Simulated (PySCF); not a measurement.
A structure optimised at PBE-D3(BJ)/def2-TZVP, used in a PySCF frequency run:

```xyz
3

O      0.0000     1.1083     0.1431
N      0.0000     0.0000    -0.3271
O      0.0000    -1.1083     0.1431
```
Charge 0, spin multiplicity 2.

Task: Write its SMILES, formula and point group.

Result: [O]N=O, NO2, C2v

Task: What are its rotational constants (standard atomic weights)?

Result: 234.59, 12.859, 12.191 GHz
